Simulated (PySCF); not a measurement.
How the functional moves excitation energies

Compound: 1-chloro-1-propene(E), C₃H₅Cl.
InChI=1S/C3H5Cl/c1-2-3-4/h2-3H,1H3/b3-2+

Linear-response calculations in the def2-SVPD basis (PySCF; singlets by full response, triplets Tamm–Dancoff, core orbitals frozen in the response; HF means time-dependent Hartree–Fock). 'Strongest' is the level of largest summed f among the singlets computed (10 roots, of which the last may lack a degenerate partner); it can jump between rows when another state enters that window. S1 is the lowest singlet of each run and needn't be the same state throughout; f(S1) is that of one state. Geometry: PBE0-D3(BJ)/def2-SVP; no solvent, vibrations or thermal averaging.

```
functional                               kind  S1 (eV)  f(S1)  strongest (eV)  T1 (eV)  HOMO (eV)  gap (eV)  ionisation energy, ΔSCF (eV)
       LDA                                LDA     6.01  0.000            6.19     4.29      -6.16      4.89                          9.40
       PBE                                GGA     5.96  0.000            6.24     4.11      -6.03      4.96                          9.21
     B3LYP  global hybrid, 20% exact exchange     6.24  0.000            6.52     4.11      -6.95      6.65                          9.35
      PBE0  global hybrid, 25% exact exchange     6.45  0.000            6.64     4.05      -7.18      7.11                          9.36
 BHandHLYP  global hybrid, 50% exact exchange     6.68  0.001            6.86     4.00      -8.18      9.21                          9.32
 CAM-B3LYP             range-separated hybrid     6.58  0.000            6.71     4.08      -8.48      9.55                          9.45
   wB97X-D             range-separated hybrid     6.71  0.001            6.76     4.20      -9.01     10.76                          9.42
   LC-wPBE             range-separated hybrid     6.95  0.399            6.95     3.98      -9.86     12.10                          9.59
        HF                       Hartree–Fock     7.15  0.481            7.15     3.55      -9.70     12.40                   not settled
```

S1 runs from 5.96 eV (PBE) to 7.15 eV (HF), a spread of 1.19 eV, while the orbital gap spreads over 7.5 eV. Along PBE (0%), B3LYP (20%), PBE0 (25%), BHandHLYP (50%), HF (100%) S1 rises with the share of exact exchange. −ε(HOMO) comes closest to its own ΔSCF ionisation energy with LC-wPBE (+0.27 eV) and misses most with LDA (-3.24 eV). 'Not settled' means that the ion's SCF failed to converge or may have ended in another state than the lowest.
